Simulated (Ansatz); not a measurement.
# Phonon frequency of some phosphides, arsenides and antimonides, all zinc-blende

Method: B3LYP (VWN-RPA form) (Ansatz, a program for electronic structure, plane waves, PAW). References are measured values at room or unstated temperature, uncorrected unless marked, so that the deviations hold thermal and zero-point effects besides the level's error. The table is a random draw of 8 from 16 values with such references.

Values in cm⁻¹.

| solid | reference | B3LYP (VWN-RPA form) | deviation (%) |
|---|---|---|---|
| zinc-blende InP (L TA) | 55 | 60 | +9.1 |
| zinc-blende InP (X LO) | 332 | 314 | -5.4 |
| zinc-blende InP (L LO) | 340 | 320 | -5.9 |
| zinc-blende GaAs (X LO) | 240 | 229 | -4.6 |
| zinc-blende GaAs (L TA) | 63 | 67 | +6.3 |
| zinc-blende InP (X TO) | 324 | 302 | -6.8 |
| zinc-blende InP (L LA) | 167 | 162 | -3.0 |
| zinc-blende InP (X LA) | 193 | 174 | -9.8 |

Over these 8 values the mean deviation is -2.5 %, the mean absolute deviation 6.4 % (median 6.1 %), and the worst case zinc-blende InP (X LA) at -9.8 %; the value is too low in 6 of 8 cases. Over all 16, from unrounded values, the mean deviation is -2.8 % and the mean absolute deviation 6.3 % (median 6.7 %).

Spin–orbit coupling is left out, also for the solids with elements from indium on (zinc-blende InP); its size isn't shown.

Differences are worked out from the printed values.

Each level is taken at its own relaxed cell. Ansatz's density-functional and Hartree–Fock values are scalar-relativistic unless marked +SOC, with PAW data made under PBE.

Not in this set, of the phosphides, arsenides and antimonides with a reference value in our tables and a result at some level: 16 for no value at B3LYP (VWN-RPA form) (not run, a failed fit, an unstable or unbound cell, or a value held back for tests); 4 for a reference of another kind, counted apart. These can be a level's best or worst cases. At least 8 more with a reference value are held back for tests. Solids without a released value at any level aren't counted. Layered and molecular crystals are counted apart.

References as tabulated in Ioffe Institute, NSM Archive: InP, mechanic properties page; Giannozzi et al., Phys. Rev. B (1991).
